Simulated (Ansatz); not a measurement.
Born–Oppenheimer molecular dynamics of CH₂BSi (5 atoms, charge 0, multiplicity 2). It starts from a relaxed structure.

Level of theory: UKS PBE0-D4/def2-SVP (Ansatz 0.2.0).

```yaml
ensemble: NVE (Milne-controlled integrator)
time_step: 0.5 fs
steps_asked: 400
starting_velocities_drawn_for: 300 K
seed: 501889
```

First frame:

```xyz
5
Properties=species:S:1:pos:R:3
B -0.940 -1.091 0.124
C -0.079 -0.029 -0.003
Si 0.579 1.516 -0.256
H -1.642 -2.041 0.245
H 2.082 1.645 -0.110
```

Task: How far do the bonds stretch over the last three quarters of this one trajectory? (Pairs bonded in most of those frames.)

Result: 
```json
{"bond": "B1–C2", "mean (Å)": "1.374", "spread (Å)": "0.022", "shortest": "1.33", "longest": "1.41"}
{"bond": "B1–H4", "mean (Å)": "1.188", "spread (Å)": "0.007", "shortest": "1.17", "longest": "1.20"}
{"bond": "C2–Si3", "mean (Å)": "1.701", "spread (Å)": "0.023", "shortest": "1.65", "longest": "1.75"}
{"bond": "Si3–H5", "mean (Å)": "1.516", "spread (Å)": "0.006", "shortest": "1.51", "longest": "1.53"}
```

Mean temperature of the second half: 153 K. The conserved energy stayed within 0.0015 meV per atom of its start (net change -0.0006 meV per atom), so the integration is sound. Over the second half the temperature averaged 0.51 of the 300 K drawn at the start: a run that starts near a minimum puts about half its kinetic energy into the potential. A run of 0.2 ps of so small a system gives no equilibrium averages.

Time of the run: 11 min on 2 threads of Arm Neoverse N1 (shared host), peak memory 0.12 GiB.
